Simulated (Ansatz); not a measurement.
Species: N2H4 (charge +1, doublet). 
Structure (B3LYP-D3(BJ)/def2-TZVP (Ansatz, a first-principles code) minimum search):
```xyz
6

N     -0.1543     0.6357     0.0035
N      0.1543    -0.6357    -0.0035
H     -0.3266     1.1003     0.8871
H     -0.3361     1.1077    -0.8743
H      0.3361    -1.1077     0.8743
H      0.3266    -1.1003    -0.8871
```
Charge +1, spin multiplicity 2.

Basis-set convergence of Hartree-Fock and CCSD(T) correlation energies (hartree) with Ansatz. Cores are frozen in the correlated levels unless marked. UHF or UKS for open shells. Spin-orbit coupling is left out. No relativistic terms.

| basis | functions | E(HF) | E(corr, CCSD(T)) |
|---|---|---|---|
| def2-SVP | 48 | -110.84523 | -0.35711 |
| def2-TZVPP | 118 | [?] | [?] |

**Question.** Some entries are withheld; supply them.

**Answer.** 
- def2-TZVPP, E(HF): -110.97661
- def2-TZVPP, E(corr, CCSD(T)): -0.43478
